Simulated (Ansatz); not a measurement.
# Bromine, solid Br2 (Cmce) under LDA: convergence with the k-point mesh

Aim: find which k-point mesh is enough for energy and pressure. The geometry was relaxed under LDA beforehand and stays fixed; 8 values are run, from 2×2×1 to 14×14×6. Wanted are the values from which on the energy stays within 10 and 1 meV/atom, and the pressure within 0.5 GPa, of the last run. Within the series other settings stay, but some runs also write fields, which adds to their time. Spin polarisation is left out.

Computed with Ansatz 0.2.0 (DFT LDA, plane waves with PAW, scalar-relativistic, unless a step says otherwise).

1 further run of the same task is left out (set aside as unsound or not needed).

## (1) The starting structure

Symmetry: Cmce, No. 64, orthorhombic system. The conventional cell has a = 6.656 Å, b = 3.903 Å, c = 8.473 Å, α = 90.00°, β = 90.00°, γ = 90.00°. Br (site symmetry m) is surrounded by 1 Br at 2.40 Å.

As a file:

```cif
data_structure
_symmetry_space_group_name_H-M 'Cmce'
_symmetry_Int_Tables_number 64
_cell_length_a 6.6562
_cell_length_b 3.9034
_cell_length_c 8.4732
_cell_angle_alpha 90.000
_cell_angle_beta 90.000
_cell_angle_gamma 90.000
_cell_volume 220.15
loop_
_atom_site_label
_atom_site_type_symbol
_atom_site_symmetry_multiplicity
_atom_site_Wyckoff_symbol
_atom_site_fract_x
_atom_site_fract_y
_atom_site_fract_z
_atom_site_occupancy
Br1 Br 8 f 0.50000 0.65933 0.12092 1
```

## (2) Run at 2×2×1

The run at 2×2×1.

input.yaml reads:

```yaml
crystal:
  lattice:
    - [3.3280929616, -1.9517224565, 0.0]
    - [3.3280929616, 1.9517224565, 0.0]
    - [0.0, 0.0, 8.4732333614]
  atoms:
    - { symbol: Br, position: [0.8406697304, 0.1593302696, 0.1209213125] }
    - { symbol: Br, position: [0.6593302696, 0.3406697304, 0.6209213125] }
    - { symbol: Br, position: [0.1593302696, 0.8406697304, 0.8790786875] }
    - { symbol: Br, position: [0.3406697304, 0.6593302696, 0.3790786875] }
hamiltonian:
  xc: lda
  pseudopotentials:
    kind: paw
    azcp:
      Br: "pseudopotentials/Br.paw.azcp"
basis:
  ecutwfc: 420
  fft_grid_basis: typed
kpoints:
  mp_grid: { grid: [2, 2, 1], shift: [0, 0, 0] }
magnetization:
  spin_polarized: false
scf:
  occupations: { method: fermi_dirac, width: 0.05 }
  lower_state_search: "off"
output:
  stress: true
```

Launch:

```console
$ ansatz run input.yaml --threads 2 --pin off --max-ram 5120MiB --backend cpu --events-out ev --progress --plain --runs-dir out
```

## (3) Run at 3×3×1

The run at 3×3×1.

input.yaml: that of step 2 with these lines changed.

```diff
@@ -20,3 +20,3 @@
 kpoints:
-  mp_grid: { grid: [2, 2, 1], shift: [0, 0, 0] }
+  mp_grid: { grid: [3, 3, 1], shift: [0, 0, 0] }
 magnetization:
```

## (4) Run at 3×3×2

The run at 3×3×2.

input.yaml: that of step 3 with these lines changed.

```diff
@@ -20,3 +20,3 @@
 kpoints:
-  mp_grid: { grid: [3, 3, 1], shift: [0, 0, 0] }
+  mp_grid: { grid: [3, 3, 2], shift: [0, 0, 0] }
 magnetization:
```

## (5) Run at 5×5×2

The run at 5×5×2.

input.yaml: that of step 4 with these lines changed.

```diff
@@ -20,3 +20,3 @@
 kpoints:
-  mp_grid: { grid: [3, 3, 2], shift: [0, 0, 0] }
+  mp_grid: { grid: [5, 5, 2], shift: [0, 0, 0] }
 magnetization:
```

## (6) Run at 6×6×3

The run at 6×6×3.

input.yaml: that of step 5 with these lines changed.

```diff
@@ -20,3 +20,3 @@
 kpoints:
-  mp_grid: { grid: [5, 5, 2], shift: [0, 0, 0] }
+  mp_grid: { grid: [6, 6, 3], shift: [0, 0, 0] }
 magnetization:
```

## (7) Run at 8×8×3

The run at 8×8×3.

input.yaml: that of step 6 with these lines changed.

```diff
@@ -20,3 +20,3 @@
 kpoints:
-  mp_grid: { grid: [6, 6, 3], shift: [0, 0, 0] }
+  mp_grid: { grid: [8, 8, 3], shift: [0, 0, 0] }
 magnetization:
```

## (8) Run at 10×10×4

The run at 10×10×4.

input.yaml: that of step 7 with these lines changed.

```diff
@@ -20,3 +20,3 @@
 kpoints:
-  mp_grid: { grid: [8, 8, 3], shift: [0, 0, 0] }
+  mp_grid: { grid: [10, 10, 4], shift: [0, 0, 0] }
 magnetization:
```

## (9) Run at 14×14×6

The run at 14×14×6.

input.yaml: that of step 8 with these lines changed.

```diff
@@ -20,3 +20,3 @@
 kpoints:
-  mp_grid: { grid: [10, 10, 4], shift: [0, 0, 0] }
+  mp_grid: { grid: [14, 14, 6], shift: [0, 0, 0] }
 magnetization:
@@ -28 +28,5 @@
   stress: true
+  write_density: true
+  write_potential: true
+  elf: true
+  volumetric_format: npy
```

(Steps that only read results are left out.)

Before running it: what results should come out? Wanted: pressure at 14×14×6.

The runs gave:

| quantity | value |
| --- | --- |
| E(σ → 0) stays within 10 meV/atom of 14×14×6 | from 5×5×2 on |
| E(σ → 0) stays within 1 meV/atom | from 6×6×3 on |
| pressure stays within 0.5 GPa | from 3×3×2 on |
| pressure at 14×14×6 | -0.04 GPa |
| CPU time, dearest over cheapest | 51 |

What this shows: At 2×2×1 the energy differs by -70.7 meV/atom and the pressure by -0.2 GPa. The error changes sign along the series: k-point sums are not variational. 1 meV/atom needs 6×6×3. An insulator needs few points. The last mesh is only the yardstick of this series and isn't shown to be converged. The cell taken over is 14 % smaller than the measured one (31.89 Å³/atom, COD), which weighs on all values here.
